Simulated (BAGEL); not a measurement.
# C2H6Al+ (SMILES [CH3][Al+][CH3]): HF/6-31G(d) (density fitting with qzvpp-jkfit, spherical functions)

Aim: the vertical ionisation energy of C2H6Al+ at HF/6-31G* (density fitting with qzvpp-jkfit, spherical functions), from 2 runs. 

The calculation is run with BAGEL 1.2.2.

## (1) The molecule

C2H6Al+: 9 atoms, total charge +1, spin state singlet. SMILES: `[CH3][Al+][CH3]`. Geometry: a GFN2-xTB relaxation, a rough one for these elements and not checked as a minimum.

Bond lengths: C1–Al2 1.961 Å, Al2–C3 1.961 Å, C1–H4 1.102 Å, C1–H5 1.102 Å, C1–H6 1.102 Å, C3–H7 1.102 Å, C3–H8 1.102 Å, C3–H9 1.102 Å. Some angles: C1–Al2–C3 179.7°, Al2–C1–H4 111.4°, Al2–C1–H5 111.0°, Al2–C1–H6 111.6°, Al2–C3–H7 111.0°, Al2–C3–H8 111.6°, Al2–C3–H9 111.2°, H4–C1–H5 107.5°, H4–C1–H6 107.6°, H5–C1–H6 107.6°.

## (2) The energy at HF/6-31G(d) (density fitting with qzvpp-jkfit, spherical functions)

Contents of input.json:

```json
{ "bagel": [

{
  "title": "molecule",
  "basis": "6-31gs.json",
  "df_basis": "qzvpp-jkfit",
  "angstrom": "true",
  "geometry": [
    { "atom": "C", "xyz": [      -0.941550,       1.347850,      -1.068930 ] },
    { "atom": "Al", "xyz": [      -0.004230,       0.001760,       0.006320 ] },
    { "atom": "C", "xyz": [       0.939420,      -1.347420,       1.071890 ] },
    { "atom": "H", "xyz": [      -1.889880,       0.953690,      -1.469360 ] },
    { "atom": "H", "xyz": [      -0.326200,       1.667250,      -1.925790 ] },
    { "atom": "H", "xyz": [      -1.178490,       2.246590,      -0.476510 ] },
    { "atom": "H", "xyz": [       1.248000,      -2.200620,       0.446120 ] },
    { "atom": "H", "xyz": [       0.304980,      -1.741360,       1.882450 ] },
    { "atom": "H", "xyz": [       1.847950,      -0.927740,       1.533820 ] }
  ]
},

{
  "title": "hf",
  "charge": 1
},

{
  "title": "print",
  "file": "orbitals.molden",
  "orbitals": "true"
}

]}
```

The basis set 6-31G* is read from a file made from the Basis Set Exchange's data (not shown).

Started as:

```console
$ BAGEL_NUM_THREADS=1 BAGEL input.json > input.out
```

What it wrote:

```text
* using 1 threads per process

  ===============================================================
  ===============================================================

  *** Geometry ***

  { "atom" : "C", "xyz" : [     -1.779272,      2.547067,     -2.019985 ] },
  { "atom" : "Al", "xyz" : [     -0.007994,      0.003326,      0.011943 ] },
  { "atom" : "C", "xyz" : [      1.775247,     -2.546255,      2.025579 ] },
  { "atom" : "H", "xyz" : [     -3.571356,      1.802213,     -2.776688 ] },
  { "atom" : "H", "xyz" : [     -0.616429,      3.150646,     -3.639216 ] },
  { "atom" : "H", "xyz" : [     -2.227023,      4.245440,     -0.900473 ] },
  { "atom" : "H", "xyz" : [      2.358378,     -4.158569,      0.843045 ] },
  { "atom" : "H", "xyz" : [      0.576329,     -3.290693,      3.557315 ] },
  { "atom" : "H", "xyz" : [      3.492119,     -1.753175,      2.898500 ] },

  Number of auxiliary basis functions:      386

  Since a DF basis is specified, we compute 2- and 3-index integrals:
    o Being stored without compression. Storage requirement is 0.010 GB

  Number of basis functions:       58
  Number of electrons      :       31

    * METHOD: MOLECULE                             0.20

  *** RHF ***

  === Nuclear Repulsion ===
    87.2971896530

      * DIIS with orbital gradients will be used.

  === RHF iteration (6-31gs.json) ===
      0       -320.79690213          0.01624355           0.03
      1       -320.87427775          0.00617539           0.03
      2       -320.88521862          0.00151991           0.03
      3       -320.88612522          0.00014566           0.03
      4       -320.88613534          0.00002953           0.03
      5       -320.88613581          0.00000488           0.03
      6       -320.88613582          0.00000143           0.03
      7       -320.88613583          0.00000015           0.03
      8       -320.88613583          0.00000003           0.03
      9       -320.88613583          0.00000001           0.03
    * SCF iteration converged.

    * Permanent dipole moment:
           (    0.001592,    -0.001429,    -0.003468) a.u.

    * METHOD: HF                                   0.45

    * METHOD: PRINT                                0.01

  ===============================================================
```

Run time: 0.83 s. Hardware: 1 thread of Arm Neoverse N1, shared host; peak memory 0.082 GiB.

## (3) Doublet [C2H6Al]2+ at the same level

Contents of input.json:

```json
{ "bagel" : [

{
  "title" : "molecule",
  "basis" : "6-31gs.json",
  "df_basis" : "qzvpp-jkfit",
  "angstrom" : "true",
  "geometry" : [
    { "atom" : "C", "xyz" : [   -0.941550,    1.347850,   -1.068930 ] },
    { "atom" : "Al", "xyz" : [   -0.004230,    0.001760,    0.006320 ] },
    { "atom" : "C", "xyz" : [    0.939420,   -1.347420,    1.071890 ] },
    { "atom" : "H", "xyz" : [   -1.889880,    0.953690,   -1.469360 ] },
    { "atom" : "H", "xyz" : [   -0.326200,    1.667250,   -1.925790 ] },
    { "atom" : "H", "xyz" : [   -1.178490,    2.246590,   -0.476510 ] },
    { "atom" : "H", "xyz" : [    1.248000,   -2.200620,    0.446120 ] },
    { "atom" : "H", "xyz" : [    0.304980,   -1.741360,    1.882450 ] },
    { "atom" : "H", "xyz" : [    1.847950,   -0.927740,    1.533820 ] }
  ]
},
{
  "title" : "uhf",
  "charge" : 2,
  "nopen" : 1
},
{
  "title" : "print",
  "file" : "orbitals.molden",
  "orbitals" : "true"
}

]}
```

The basis set 6-31G* is read from a file made from the Basis Set Exchange's data (not shown).

Started as:

```console
$ BAGEL_NUM_THREADS=1 BAGEL input.json > input.out
```

What it wrote:

```text
* using 1 threads per process

  ===============================================================
  ===============================================================

  *** Geometry ***

  { "atom" : "C", "xyz" : [     -1.779272,      2.547067,     -2.019985 ] },
  { "atom" : "Al", "xyz" : [     -0.007994,      0.003326,      0.011943 ] },
  { "atom" : "C", "xyz" : [      1.775247,     -2.546255,      2.025579 ] },
  { "atom" : "H", "xyz" : [     -3.571356,      1.802213,     -2.776688 ] },
  { "atom" : "H", "xyz" : [     -0.616429,      3.150646,     -3.639216 ] },
  { "atom" : "H", "xyz" : [     -2.227023,      4.245440,     -0.900473 ] },
  { "atom" : "H", "xyz" : [      2.358378,     -4.158569,      0.843045 ] },
  { "atom" : "H", "xyz" : [      0.576329,     -3.290693,      3.557315 ] },
  { "atom" : "H", "xyz" : [      3.492119,     -1.753175,      2.898500 ] },

  Number of auxiliary basis functions:      386

  Since a DF basis is specified, we compute 2- and 3-index integrals:
    o Being stored without compression. Storage requirement is 0.010 GB

  Number of basis functions:       58
  Number of electrons      :       31

    * METHOD: MOLECULE                             0.20

  *** Open-shell HF ***

  === Nuclear Repulsion ===
    87.2971896530

      * DIIS with orbital gradients will be used.

  === UHF iteration (6-31gs.json) ===
      0       -320.23174370          0.02416274           0.06
      1       -320.30636019          0.00693445           0.06
      2       -320.31360625          0.00191254           0.06
      3       -320.31528218          0.00077867           0.06
      4       -320.31583417          0.00028680           0.06
      5       -320.31602810          0.00012631           0.06
      6       -320.31608353          0.00004620           0.06
      7       -320.31608901          0.00001687           0.06
      8       -320.31608960          0.00000384           0.06
      9       -320.31608966          0.00000146           0.06
     10       -320.31608967          0.00000069           0.06
     11       -320.31608968          0.00000027           0.06
     12       -320.31608968          0.00000008           0.06
     13       -320.31608968          0.00000005           0.06
     14       -320.31608968          0.00000003           0.06
     15       -320.31608968          0.00000001           0.06
     16       -320.31608968          0.00000001           0.06
    * SCF iteration converged.

    * S^2 (UHF) is 0.8748

    * Permanent dipole moment:
           (   -0.001045,     0.000169,    -0.000895) a.u.

    * METHOD: UHF                                  1.17

    * METHOD: PRINT                                0.02

  ===============================================================
```

Run time: 1.6 s. Hardware: 1 thread of Arm Neoverse N1, shared host; peak memory 0.082 GiB.

## (4) What came out

Level: HF/6-31G* (density fitting with qzvpp-jkfit, spherical functions).

| quantity | value |
| --- | --- |
| singlet C2H6Al+: total energy | -320.88614 Eh |
| singlet C2H6Al+: HOMO energy | -16.84 eV |
| singlet C2H6Al+: LUMO energy | -3.75 eV |
| singlet C2H6Al+: HOMO–LUMO gap | 13.09 eV |
| doublet [C2H6Al]2+: total energy | -320.31609 Eh |
| doublet [C2H6Al]2+: ⟨S²⟩ | 0.875 |
| vertical ionisation energy (to the doublet dication) | 15.512 eV |

What this shows: The vertical ionisation energy comes to 15.51 eV (1497 kJ/mol). −ε(HOMO) before ionisation, 16.84 eV, is 1.33 eV above this ionisation energy. ⟨S²⟩ (doublet [C2H6Al]2+) is 0.87 where a pure doublet has 0.75: the reference is spin-contaminated.
